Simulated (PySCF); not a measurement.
Computed with PBE0/[P def2-TZVP, H def2-TZVP], no relativity, density fitting, PySCF.

Each entry is the lowest minimum that a search over a few typed start shapes (and spin states, where more than one is plausible) found, or that minimum re-optimised at the stated level; isomers with ligand–ligand bonds, or fragments after loss of a ligand pair, can lie lower. Open shells are unrestricted.

PH3 is a singlet of C3v symmetry with P–H 1.420 Å (×3); H–P–H 93.1° (×3). Its wavenumbers are 1004, 1135 (×2), 2411, 2423 (×2) cm⁻¹.

Task: What changes when one electron is removed, giving PH₃⁺?

Result: It costs 9.72 eV between the minima (9.71 eV with zero-point energy). PH₃⁺ is a doublet of C3v symmetry with P–H 1.405 Å (×3); H–P–H 113.3° (×3); wavenumbers 725, 1039 (×2), 2466, 2539 (×2) cm⁻¹.
